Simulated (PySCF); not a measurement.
Excitation energies in several basis sets

Species: C4H7F.
SMILES with atom numbers: `[CH3:1]/[CH:2]=[CH:3]/[CH2:4][F:5]` (hydrogens: H6, H7, H8 on C1; H9 on C2; H10 on C3; H11, H12 on C4)

TDDFT with PBE0 (PySCF), vertical singlets, core orbitals frozen in the response, spherical d and f functions. One conformer (not necessarily the lowest) at the PBE0-D3(BJ)/def2-SVP geometry, without solvent, vibrations or thermal averaging.

```
    basis  functions  diffuse  S1 (eV)  S2 (eV)  S3 (eV)  S4 (eV)  S5 (eV)  LUMO (eV)  α (au)
   6-31G*         84       no     7.66     8.45     8.50     8.85     9.12       0.91    43.7
 def2-SVP        105       no     7.54     7.87     8.27     8.40     8.70       0.63    45.3
def2-SVPD        159      yes     6.83     7.29     7.31     7.51     8.26       0.39    52.8
def2-TZVP        197       no     7.29     7.37     7.68     8.09     8.30       0.45    51.0
```

Question: How much do these states and the polarisability depend on the basis?

Answer: States are compared by their number. Against the only diffuse basis here (def2-SVPD, itself not a converged limit), sets without diffuse functions differ by up to 0.84 eV in S1 and 0.86 eV in S5. Every set without diffuse functions puts S1 more than 0.3 eV higher, so even the lowest state needs them here. State by state, the largest deviation of a set without diffuse functions is S1 0.84, S2 1.16, S3 1.20, S4 1.34, S5 0.86 eV. The same number needn't mean the same state in each row. Against def2-SVPD the polarisability deviates by -17% in 6-31G*, -14% in def2-SVP, -3% in def2-TZVP.
